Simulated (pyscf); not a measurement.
`[PH]=[GaH]` + `[SiH4]` → `[SiH3][PH][GaH2]` (addition across a multiple bond or ene-type step; singlet surface; H–Si broken, P–Si, Ga–H formed). Optimised with ωB97X-D3(BJ)/def2-SVP in PySCF. Correlated levels are frozen-core, on RHF or UHF. ΔMP2 is the change of the MP2 total energy from the triple- to the quadruple-zeta basis. Energies in kJ/mol from the separated reactants.

| level | barrier | reaction energy |
|---|---|---|
| ωB97X-D3(BJ)/def2-TZVP | (withheld) | -170.1 |
| r²SCAN/def2-TZVP | 36.9 | -143.8 |
| B3LYP-D3(BJ)/def2-TZVP | 55.6 | -133.5 |
| PBE0-D3(BJ)/def2-TZVP | 33.5 | -152.6 |
| ωB97M-D3(BJ)/def2-TZVP | 53.7 | -142.0 |
| MP2/def2-QZVPP | 46.7 | -143.8 |
| CCSD(T)/def2-TZVPP + ΔMP2(QZVPP) | (withheld) | (withheld) |

**Question.** Fill in the missing entries.

**Answer.** 
- ωB97X-D3(BJ)/def2-TZVP, barrier: 35.8
- CCSD(T)/def2-TZVPP + ΔMP2(QZVPP), barrier: 49.2
- CCSD(T)/def2-TZVPP + ΔMP2(QZVPP), reaction energy: -139.1

On the reactant side the descent ends in a complex, 21.0 kJ/mol under the separated species and 56.9 kJ/mol under the saddle at ωB97X-D3(BJ)/def2-TZVP. At the saddle there is also a short Ga–Si contact that neither side keeps. HP=GaH lies 73.7 kJ/mol over its isomer H₂P–Ga [singlet] (electronic energy, ωB97M-D3(BJ)/def2-TZVP). One saddle was located; it need not be the lowest between these sides. The CCSD(T) − MP2 part came from Ansatz, without density fitting, on the same reference. The frozen core leaves the outer d or s,p core shells of the metals and heavy elements correlated in the MP2 and CC values, and def2-TZVPP describes them poorly, which can shift differences by a few kcal/mol. Elements up to Kr have no core potential and no relativistic terms here.
